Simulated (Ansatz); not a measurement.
One starting cell of InSb (a generated cell, InSb placed in the zincblende structure type) was relaxed twice with Ansatz (plane waves, PAW, scalar-relativistic): with r2SCAN at 500 eV and with PBE at 420 eV. The r2SCAN result:

```
CELL_PARAMETERS angstrom
      0.00000     3.27906     3.27906
      3.27906     0.00000     3.27906
      3.27906     3.27906     0.00000
ATOMIC_POSITIONS crystal
  Sb 0.75000 0.75000 0.75000
  In 0.00000 0.00000 0.00000
```

| quantity | r2SCAN | PBE |
|---|---|---|
| space group | F-43m | F-43m |
| volume (Å³/atom) | 35.26 | ___ |
| a (Å) | 6.558 | ___ |
| gap (eV, no spin-orbit coupling) | 0.02 | ___ |
| pressure at 80 % of the level's own volume (GPa) | 16.4 | ___ |

Question: What does PBE give for the same quantities?

Answer: 
- volume (Å³/atom), PBE: 36.54
- a (Å), PBE: 6.636
- gap (eV, no spin-orbit coupling), PBE: 0.00
- pressure at 80 % of the level's own volume (GPa), PBE: 14.0

Both levels end in the same structure; PBE's volume is 3.6 % larger; its gap is the same within 0.05 eV. Neither column is exact.

No spin polarisation in the result. Spin-orbit coupling is missing; with elements this heavy it can move band edges by tenths of an eV or more.

Measured for InSb: a 6.468 Å (static lattice; corrected from measurement; as listed in Daniel Mejia-Rodriguez, S. B. Trickey, Phys. Rev. B (2018)); gap 0.235 eV (0 K or low temperature; as listed in I. Vurgaftman, J. R. Meyer, L. R. Ram-Mohan, Journal of Applied Physics (2001)). Computed minus measured — a: r2SCAN +1.4 %, PBE +2.6 %; gap: r2SCAN -0.22 eV, PBE -0.23 eV. The computed values are for a static lattice, and a measured gap can be an optical one, lowered by exciton binding.

The run could not lose the symmetry of its start.

All atoms sit on sites fixed by symmetry, so only the cell could relax.

Ansatz is a program for electronic structure.
